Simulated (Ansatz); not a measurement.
C3H4F2O can be A, `CC(F)(F)C=O`, or B, `C=C(O)C(F)F`.

Computed with Ansatz on PBE0-D4/def2-TZVP structures; ΔE is electronic, products minus reactants. CCSD(T)/CBS is the MP2 limit (def2-TZVPP, def2-QZVPP) plus CCSD(T) − MP2 in def2-TZVPP, frozen cores. Functionals use def2-TZVPP. Each species was taken in one conformer, which may not be the lowest.

(1) Which is lower in electronic energy at CCSD(T)/CBS, and by how much? (An estimate is asked.)

(2) Give E(B) − E(A) in kJ/mol with B2PLYP, HF/def2-TZVPP, r2SCAN-D4, PBE0-D4, CCSD(T)/def2-TZVPP, ωB97M-V, MP2/def2-TZVPP. (An estimate is asked.)

Largest T1 diagnostic: 0.013.

Results:

(1) Computed: A, by 34.9 kJ/mol.

(2) Computed: B2PLYP 37.6, HF/def2-TZVPP 47.2, r2SCAN-D4 33.9, PBE0-D4 31.8, CCSD(T)/def2-TZVPP 38.2, ωB97M-V 37.1, MP2/def2-TZVPP 37.7. None reverses the order clearly.

In def2-TZVPP, CCSD(T) changes the Hartree–Fock value by −9.0 kJ/mol (the triples alone add −1.2 kJ/mol) and MP2 by −9.5 kJ/mol.
